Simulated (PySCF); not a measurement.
Predicted spectroscopic data

Theory: GIAO PBE0/pcSseg-1 shieldings, couplings computed with B3LYP/pcJ-1, structure optimised with PBE0-D3(BJ)/def2-SVP, in PySCF (non-relativistic, averaged over atoms made equivalent by symmetry, fast rotation or ring inversion, in vacuum, a single conformation).

Referencing at the same level of theory: $^{1}$H (31.27 ppm), $^{13}$C (184.41 ppm) vs TMS. Multiplet labels drop J under 1 Hz and among equivalent protons, and merge close values. Unscaled 3J(H,H) run several per cent high. One-bond C–F couplings are unscaled and too large by tens of Hz. Shifts are as computed. Against solution values, carbons near 30 ppm lie about +2 ppm off and those near 130 ppm about +5 ppm. Of 1211 compounds with measured shifts, 218 miss one by over three times the rms of a fit or turn the order of signals round; such compounds aren't used in these exercises. For the larger molecules the spin–dipole term is left out of H,H and C,H couplings.

Compound 1 (C4N2). $^{13}$C{$^{1}$H} NMR (computed): δ 111.3, 57.9. Structure: 2-butynedinitrile (SMILES N#CC#CC#N).

Compound 2 (C5H5F). $^{1}$H NMR (600 MHz, computed): δ 8.17 (dd, J = 6.4, 2.5 Hz, 1H), 7.76 (dd, J = 4.4, 2.5 Hz, 1H), 2.05 (d, J = 14.7 Hz, 3H). $^{13}$C{$^{1}$H} NMR (computed): δ 137.6 (d, J = 14.6 Hz), 130.7 (d, J = 285.8 Hz), 130.3 (d, J = 5.1 Hz), 97.4 (d, J = 33.2 Hz), 19.1 (d, J = 31.2 Hz). Structure: `CC(F)=C1C=C1`.
